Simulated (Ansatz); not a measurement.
**fcc Ni**

Level of theory: PBEsol in Ansatz (PAW).

Settings: plane-wave cutoff 500 eV, 36×36×36 k mesh, Fermi–Dirac smearing 0.1 eV, spin-polarised with parallel moments, scalar-relativistic PAW data made under PBE.

Cell: relaxed at this level.

```yaml
volume_per_atom: 10.40 Å³/atom
lattice_constant_a: 3.465 Å
magnetic moment per atom (the cell's total over its atoms): 0.61 μB
```

Measured, for comparison: equilibrium volume per atom 10.79 Å³/atom, lattice constant a 3.508 Å (static lattice: zero-point anharmonic expansion removed; as tabulated in Mejia-Rodriguez and Trickey (2018), arXiv:1807.09216). Computed (rounded) less measured: equilibrium volume per atom -3.6 %, lattice constant a -1.2 %.

Moments are spin moments.

Ansatz is a first-principles code.
